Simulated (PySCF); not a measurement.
# C5H7S: g tensor and hyperfine couplings

Species: C₅H₇S (doublet state).
Cartesian coordinates in Å at the GFN2-xTB level; atoms count from 1:
```xyz
13
C5H7S angstrom
C      2.267    0.236    0.595
C      1.054    0.016    0.253
C     -0.281   -0.141    1.017
C     -0.956   -0.485   -0.313
S     -2.400    0.520   -0.777
C      0.351   -0.214   -1.071
H      2.887    0.402    1.440
H     -0.280   -0.929    1.767
H     -0.614    0.791    1.472
H     -1.308   -1.514   -0.381
H     -1.788    1.699   -0.663
H      0.327    0.673   -1.704
H      0.735   -1.051   -1.652
```

The hyperfine couplings belong to this conformer and change with its torsions.

As a line formula: `[CH]=C1CC(S)C1` [radical].

Theory: UKS B3LYP, pcH-1 on C H S, non-relativistic, mean-field spin-orbit, GIAO (PySCF 2.14.0). Geometry: GFN2-xTB, one conformer, isolated molecule. The geometry wasn't refined by DFT: couplings that depend on bond lengths, twists or pyramidal angles can differ widely from those at the functional's own minimum. No stability test was run, so a lower SCF solution isn't excluded.

- g1, g2, g3: 2.00161, 2.00215, 2.00295
- g_iso: 2.00224
- Form of g: rhombic: the two nearest values differ by 40 % of g3 − g1
- ⟨S²⟩: 0.7593 (exact 0.7500)
- α and β electrons: 27, 26
- Total energy: -592.82015 Eh

Isotropic coupling and dipolar principal values T1 to T3, in MHz; ρ(0) is the spin density at the nucleus:

```csv
atom,isotope,a_iso,of which spin–orbit,T1,T2,T3,Mulliken spin population,ρ(0) (bohr⁻³)
C1,13C,263.4,-0.1,-79.4,-58.0,137.4,1.02,0.2344
C2,13C,-24.0,0.0,-18.1,0.7,17.4,-0.19,-0.0214
C3,13C,86.3,0.0,-11.0,-10.9,21.9,0.12,0.0768
C4,13C,-5.4,0.0,-1.1,0.2,0.9,0.00,-0.0048
S5,33S,0.4,0.0,-1.1,-0.9,1.9,0.01,0.0013
C6,13C,66.1,0.0,-6.3,-5.6,12.0,0.06,0.0588
H7,1H,19.7,0.0,-32.1,-5.9,38.0,0.00,0.0044
H8,1H,-13.4,0.0,-5.9,-1.3,7.2,-0.01,-0.0030
H9,1H,-13.5,0.0,-5.6,-1.2,6.8,-0.01,-0.0030
H10,1H,0.5,0.0,-1.5,-0.8,2.3,0.00,0.0001
H11,1H,-0.5,0.0,-0.9,-0.6,1.4,0.00,-0.0001
H12,1H,-10.5,0.0,-3.9,-1.6,5.5,0.00,-0.0023
H13,1H,-10.5,0.0,-4.3,-1.6,5.9,0.00,-0.0023
```

The Mulliken spin populations are largest on C1 (+1.02), C2 (-0.19), C3 (+0.12) and C6 (+0.06). No atom but C1 exceeds +0.15. The positive populations add up to 1.21 and the negative ones to -0.21, together 2S = 1.

Axes: g1 points within 14° of the C1–H7 bond.

Under fast tumbling the dipolar parts average out, and these isotropic splittings remain: 1 × 1H (H7, I = 1/2, 2 lines) with 0.70 mT, 1 × 1H (H9, I = 1/2, 2 lines) with 0.48 mT, 1 × 1H (H8, I = 1/2, 2 lines) with 0.48 mT, 1 × 1H (H12, I = 1/2, 2 lines) with 0.37 mT and 1 × 1H (H13, I = 1/2, 2 lines) with 0.37 mT.

The 13C coupling of C1 (263.4 MHz) shows only in satellite lines or after enrichment, since that isotope makes up about 1.07 % of natural carbon.

β density exceeds α density at some nuclei, such as C2 (-0.0214), C4 (-0.0048) and H9 (-0.0030), spin density in bohr⁻³. In a single determinant that takes different orbitals for the two spins, that is spin polarisation.
